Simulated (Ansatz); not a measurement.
# BNH2 (triplet): the correlation ladder, def2-QZVPP

An exercise on one series of results from a longer session: the logs are not shown, and one member is left open.

Program: Ansatz 0.2.0, Gaussian basis. Level of theory: def2-QZVPP, core rule «outside noble gas», up to 2 orbitals frozen. These are calculated values, not measurements.

The runs, in order: UHF; ROHF; CCSD(T) on UHF.

2 further runs of the same task are left out: 2 set aside as unsound or not needed.

## What is computed

The geometry is a PBE0/def2-TZVP stationary point (not a proven minimum).

4 atoms, charge 0, spin multiplicity 3.

Atoms are counted from 1 here; the program's logs count them from 0.

Bond lengths: B1–N2 1.376 Å, B1–H3 1.215 Å, N2–H4 1.012 Å. Angles: N2–B1–H3 113.0°, B1–N2–H4 139.9°.

Geometry (Å):

```csv
atom,x (Å),y (Å),z (Å)
B1,0.0000,-0.1240,0.7739
N2,0.0000,-0.0224,-0.5980
H3,0.0000,0.9564,1.3306
H4,0.0000,0.6853,-1.3215
```

Set-up of the first run:

The input, in.yaml:

```yaml
crystal:
  periodic: [false, false, false]
  atoms:
    - {symbol: B, position_ang: [0.000000, -0.124007, 0.773899]}
    - {symbol: N, position_ang: [0.000000, -0.022422, -0.597982]}
    - {symbol: H, position_ang: [0.000000, 0.956413, 1.330586]}
    - {symbol: H, position_ang: [0.000000, 0.685254, -1.321528]}
basis:
  gaussian: {orbitals: "def2-QZVPP.json"}
magnetization: {spin_polarized: true, initial_magnetization: 2}
hamiltonian: {xc: hf}
output: {orbitals: {seedname: orbitals}}
```

Run with:

```bash
$ ansatz run in.yaml --threads 1 --pin off --events-out ev --progress --plain --max-ram 2393MiB
```

Among the steps run: UHF; ROHF; CCSD(T) on UHF.

One table of the session follows, with a row left open; its other results are not shown here.

It belongs to the step «Misses and costs». 

```
  method  from UCCSD(T) (kJ/mol)
    ROHF                  +800.2
     UHF                       ?
    UMP2                   +91.4
   UCCSD                   +30.5
UCCSD(T)                       0
```

Q: Estimate the row for UHF from the others.

As computed: from UCCSD(T) (kJ/mol): +786.9. In the column «from UCCSD(T) (kJ/mol)» it lies between UMP2 (+91.4) and ROHF (+800.2).
